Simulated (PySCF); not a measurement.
# A diatomic session: SH+

The task here is to estimate one member of a computed series from the others.

The runs use PySCF 2.14.0; H def2-TZVPPD, S def2-TZVPPD, no relativity.

The first run:

The job is set up so:

| Quantity | Value |
| --- | --- |
| atoms | H, S |
| charge | 1 |
| basis | H def2-TZVPPD, S def2-TZVPPD |
| Hamiltonian | no relativity |
| basis functions | 68 |
| electrons treated | 16 |
| masses in u | 1.0078, 31.9721 |
| levels | PBE0, PBE, r²SCAN, B3LYP, TPSS, revPBE, TPSSh, r²SCAN0, LC-ωPBE, HF, MP2, SCS-MP2, CCSD, CCSD(T) |
| grid | 80 radial by 434 angular points |
| occupations | held fixed by the projection of orbital angular momentum |
| dissociation limit | H + S+, each in its ground configuration |
| starting distance in angstrom | 1.405 |
| values of 2S to try | 0, 2, 4 |

Run with:

```console
$ OMP_NUM_THREADS=1 python dia.py task.json out
```

Among the steps run: The job; First curve: PBE0; Excited determinants; PBE; r²SCAN; B3LYP; TPSS; revPBE (GGA); TPSSh; r²SCAN0 (hybrid meta-GGA); LC-ωPBE; UHF; Adding correlation.

One of the session's tables, all rows but one given; the rest of the session is left out.

Energy (eV) from each level's lowest point:

```
R (Å)    UHF  UHF-MP2  UHF-SCS-MP2  UHF-CCSD  UHF-CCSD(T)
1.178  0.512    0.548        0.550       n/a          n/a
1.233  0.209    0.237        0.238     0.251        0.258
1.288  0.048    0.065        0.066     0.075        0.079
1.329  0.000    0.008        0.009     0.013        0.016
1.370      ?        ?            ?         ?            ?
1.411  0.043    0.031        0.030     0.026        0.023
1.466  0.148    0.120        0.119     0.107        0.101
1.534  0.338    0.288        0.287     0.265        0.254
1.617  0.622    0.546        0.545     0.507        0.490
1.726  1.045    0.953        0.960       n/a          n/a
```

Estimate the missing values for R (Å) = 1.370.

Worked estimate for «UHF». A straight line through the neighbours (1.329, 0.000) and (1.411, 0.043) gives 0.000 + (0.043 − 0.000) × (1.370 − 1.329) / (1.411 − 1.329) = 0.022; a parabola fitted to 4 rows on both sides gives 0.002.

**Answer.** UHF: 0.002; UHF-MP2: 0.000; UHF-SCS-MP2: 0.000; UHF-CCSD: 0.000; UHF-CCSD(T): 0.000. In «UHF» the line misses by +0.020 and the parabola by 0.000.
